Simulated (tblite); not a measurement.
Compound: C2H4Cl (doublet state).
Structure used (GFN2-xTB), in Å, numbered top down from 1:
```
atom  x, y, z in Å
C1    -0.8808   -0.1482   -0.0014
C2     0.4629    0.2970    0.1738
Cl3    1.6042   -0.8004   -0.8896
H4    -1.2599   -0.9731    0.5724
H5    -1.4640    0.1944   -0.8358
H6     0.6725    1.2884   -0.2162
H7     0.8684    0.1468    1.1698
```

Computed with GFN2-xTB (tblite): harmonic, unscaled wavenumbers at the GFN2-xTB geometry, gas phase. Against measured fundamentals such values can be off by several per cent, at times by over 20. One conformer, not necessarily the lowest. Open shells enter through the occupations alone, without spin polarisation, and single modes of such species can be off by tens of per cent.

Harmonic wavenumbers (cm⁻¹): 263.2, 269.5, 421.4, 692.2, 800.0, 1017.0, 1120.6, 1182.3, 1193.1, 1386.1, 1444.0, 3009.4, 3026.5, 3125.6, 3167.9.

A = 32361, B = 5686, C = 5168 MHz; mass 63.000 u (most abundant isotopes); point group Cs, symmetry number 1; spin multiplicity 2.

Zero-point energy?

Half the sum of the wavenumbers: 11059 cm⁻¹ = 31.62 kcal/mol.

Give the ideal-gas entropy at 350 K and 1 bar in the rigid-rotor, harmonic-oscillator model (classical rotation).

Translation 39.16, rotation 23.82, vibration 6.26, spin (R ln 2) 1.38: S = 70.6 cal/(mol K).

And Cp and H(350 K) − H(0)?

Cp = 17.14 cal/(mol K), of which vibrations give 9.19 (their classical limit is 15 R = 29.8); H(350 K) − H(0) = 4.17 kcal/mol without the zero-point energy, 1.39 from vibrations.

Which modes carry the vibrational entropy at 350 K?

263.2 cm⁻¹: 1.92; 269.5 cm⁻¹: 1.88; 421.4 cm⁻¹: 1.13; 692.2 cm⁻¹: 0.47; 800.0 cm⁻¹: 0.33; 1017.0 cm⁻¹: 0.16 cal/(mol K); the other 9 give 0.37 together.

What must be added to the electronic energy to get the Gibbs energy at 350 K and 1 bar?

ZPE + [H(350 K) − H(0)] − T·S = 31.62 + 4.17 − 24.72 = 11.07 kcal/mol.

Hindered rotation and anharmonicity are outside this model. Other conformers, if any are populated, would add a mixing term that is left out.
